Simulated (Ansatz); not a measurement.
# Worked example: correlation energy of HAlSi, triplet

Geometry: a point of a stretch scan, not a stationary point.

```yaml
atoms:
  - { symbol: Si, position_ang: [0.0000, 0.0000, 5.8410] }
  - { symbol: Al, position_ang: [0.0000, 0.0000, -2.1210] }
  - { symbol: H, position_ang: [0.0000, 0.0000, -3.7199] }
```

Basis 6-31G; Ansatz 0.2.0. Correlated methods freeze the noble-gas cores, which leaves 8 electrons in 18 orbitals. R marks a restricted (for open shells ROHF) determinant, U an unrestricted one.

Full CI is exact within this basis and frozen core; it isn't the basis-set limit. The frozen core follows each run's orbitals, which can shift R against U totals by a few meV.

Runs differ by some tens of microhartree through their thresholds and, for an open shell, their frozen cores, so steps under 0.1 kcal/mol mean nothing.

```tsv
level	total energy (hartree)
UHF	-531.253699
UMP2	-531.297005
UCCSD	-531.322576
UCCSD(T)	-531.322970
UCCSDT	-531.323136
UCCSDT(Q)	-531.323175
UCCSDTQ	-531.323193
full CI	-531.323189
```

Task: What is the correlation energy at full CI, and what share of it do UMP2 and UCCSD recover?

Result: E(corr) = -531.323189 − (-531.253699) = -0.069490 hartree = -1.891 eV. UMP2: -0.043306 / -0.069490 = 62.32 %. UCCSD: -0.068877 / -0.069490 = 99.12 %.

Task: By how many kcal/mol does UCCSD(T) miss full CI (1 hartree = 627.509 kcal/mol), and which steps make up the rest?

Result: -531.322970 − (-531.323189) = 0.000219 hartree = 0.14 kcal/mol. Steps: UCCSDT − UCCSD(T) = -0.10, UCCSDT(Q) − UCCSDT = -0.02, UCCSDTQ − UCCSDT(Q) = -0.01, full CI − UCCSDTQ = 0.00 kcal/mol. That is within 1 kcal/mol of the reference in this basis, which itself misses far more of the correlation at the basis-set limit.
